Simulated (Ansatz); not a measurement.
# AlH3 (charge -1), SMILES [AlH3-]: a composite energy at a relaxed geometry

With Ansatz 0.2.0 through its Python package.

Run as a notebook:

**Cell 1**
```python
import warnings

import ansatz
import numpy as np
```

**Cell 2**
```python
GEOMETRY = """
Al    0.00100   -0.00220    0.39930
H    -0.91080   -1.19870   -0.13740
H    -0.58380    1.38890   -0.12410
H     1.49360   -0.18800   -0.13770
"""
```

**Cell 3**
```python
warnings.simplefilter("ignore", ansatz.DeckWarning)
```

**Cell 4**
```python
system = ansatz.Crystal.molecule()
for line in GEOMETRY.strip().splitlines():
    symbol, *xyz = line.split()
    system = system.atom(symbol, [float(v) for v in xyz])
```

**Cell 5**
```python
model = (
    system.calculation()
    .basis(gaussian="def2-SVP")
    .functional("r2scan")
    .charge(-1)
    .spin("collinear", total=1)
)
symbols = [site.symbol for site in system.cartesian_sites]
start = np.array([site.position_ang for site in system.cartesian_sites], dtype=float)
data = model.relax(force_tolerance=0.01).run(threads=1).report
end = np.array(data["positions_ang"])
print("final positions (A) and the move of each atom")
for symbol, xyz, old in zip(symbols, end, start):
    print(f"{symbol:2s} {xyz[0]:10.5f} {xyz[1]:10.5f} {xyz[2]:10.5f}   {np.linalg.norm(xyz - old):7.4f}")
```
Output:
```text
final positions (A) and the move of each atom
Al    0.00090   -0.00203    0.37299    0.0263
H    -0.94797   -1.24775   -0.12881    0.0621
H    -0.60764    1.44557   -0.11496    0.0622
H     1.55470   -0.19579   -0.12913    0.0622
```

**Cell 6**
```python
minimum = ansatz.Crystal.molecule()
for symbol, place in zip(symbols, end):
    minimum = minimum.atom(symbol, place.tolist())
at_minimum = minimum.calculation().charge(-1).spin("collinear", total=1)
# MP2 extrapolated to the basis limit, plus the small-basis difference CCSD(T) - MP2
level = lambda method, basis: at_minimum.basis(gaussian=basis).correlation(method).run(threads=1).report
small, large, cluster = level("mp2", "cc-pVDZ"), level("mp2", "cc-pVTZ"), level("ccsd_t", "cc-pVDZ")
corr = lambda each: (each["free_energy_ev"] - each["reference_energy_ev"]) / 27.211386246
mp2_limit = (27 * corr(large) - 8 * corr(small)) / 19
pieces = {"HF / cc-pVTZ": large["reference_energy_ev"] / 27.211386246, "MP2 correlation, DZ-TZ limit": mp2_limit, "CCSD(T) - MP2 / cc-pVDZ": corr(cluster) - corr(small)}
for name, value in pieces.items():
    print(f"{name:32s} {value:14.6f} Ha")
print(f"{'sum':32s} {sum(pieces.values()):14.6f} Ha")
print("T1 diagnostic", round(cluster["correlation"]["coupled_cluster"]["t1_diagnostic"], 4))
```
Output:
```text
HF / cc-pVTZ                        -243.637432 Ha
MP2 correlation, DZ-TZ limit          -0.111904 Ha
CCSD(T) - MP2 / cc-pVDZ               -0.027861 Ha
sum                                 -243.777197 Ha
T1 diagnostic 0.0135
```

What to keep in mind:
- Total energies depend on the basis set; only differences at equal settings carry meaning.
- The sum leaves out core correlation, relativity, the Hartree-Fock basis error and zero-point energy; a DZ-TZ extrapolation is rough.
- The run takes the species as open-shell (spin multiplicity 2), which needn't be its ground state.
- Inner cores stay frozen, so this is valence correlation.
- For Al to Cl the sets with a tight d function, cc-pV(X+d)Z, are usual.
- An extrapolation from small basis sets is rough.
- Anions want diffuse functions, which this basis lacks.
- Wall time of the script: 8.1 s on 1 thread of Arm Neoverse V2, with other jobs on the host, peak memory 0.19 GiB.
